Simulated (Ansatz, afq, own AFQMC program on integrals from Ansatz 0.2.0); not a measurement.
Where AFQMC and coupled cluster stand for CH₄Br, doublet

```xyz
6

Br   -0.4603    0.0000    0.0000
H     1.0537    0.0000    0.0000
C     2.3757    0.0000    0.0000
H     2.3757   -1.0800    0.0000
H     2.3757    0.5400    0.9353
H     2.3757    0.5400   -0.9353
```

Connectivity, by distances: Br ··· CH3, 1 bridging H.

Basis cc-pVTZ. Noble-gas cores (and the filled d shells of Ga–Kr and In–Xe) are frozen. Ansatz 0.2.0 and our own AFQMC program on the same integrals; the CISD trial comes from CCSD amplitudes, and released means the phaseless constraint is let go. Error bars are statistical, one sigma. No spin–orbit coupling.

Determinant: UHF, the one that the program's search chose, which needn't be the lowest solution. The geometry is a point of a scan.

No full CI on the walks' own integrals is used here. The released AFQMC energy serves as the reference, which it does only where one determinant dominates, the energy is flat over the last release times and near the phaseless one (40 meV or 2 meV an electron, half that with transition metals). On small molecules, where full CI could be run and the noise was under 10 meV, such values lay within 10 meV of it in 19 cases of 20, a flattering rate, since the rule was set on those same cases; what remains of the bias isn't in the error bar.

Cautions: no relativity below Rb; no spin-orbit coupling; inner d shell frozen; the released value is read at 1.50 1/Eh with a noise of 11 meV, more than in the cases checked (meV from the phaseless value at times in 1/Eh: -7 ± 6 at 0.24, -3 ± 7 at 0.51, -9 ± 9 at 0.99, -17 ± 11 at 1.50).

The T1 diagnostic is 0.0137, the weight of the determinant in the CISD state is 0.859 and the ⟨S²⟩ of the determinant is 0.787. The size of the correlated space is 15 electrons in 114 orbitals.

| level | correlation energy (eV) |
| --- | --- |
| MP2 | -9.5732 |
| CCSD | -10.5651 |
| CCSD(T) | -10.9447 |

Task: Estimate where phaseless AFQMC with the Hartree–Fock trial lies against CCSD(T) on the same integrals.

Result: 1.28 ± 1.12 mEh below CCSD(T). The gap is under twice the noise, so this walk alone can't tell the two apart.

Reference: AFQMC with the constraint released, correlation energy -11.007 ± 0.011 eV.

```
        level  E − E(reference) (mEh)  share of correlation (%)
      CCSD(T)             2.29 ± 0.40                     99.43
  ph-AFQMC/HF             1.01 ± 1.19                     99.75
ph-AFQMC/CISD             0.62 ± 0.45                     99.85
```

A walk keeps the symmetry of its determinant, which the program's search chose and which needn't be the lowest solution, so a lower state of the same spin and another symmetry isn't excluded. Released energies are given only where the last usable release times agree within the noise; a slower fall can still hide under it.
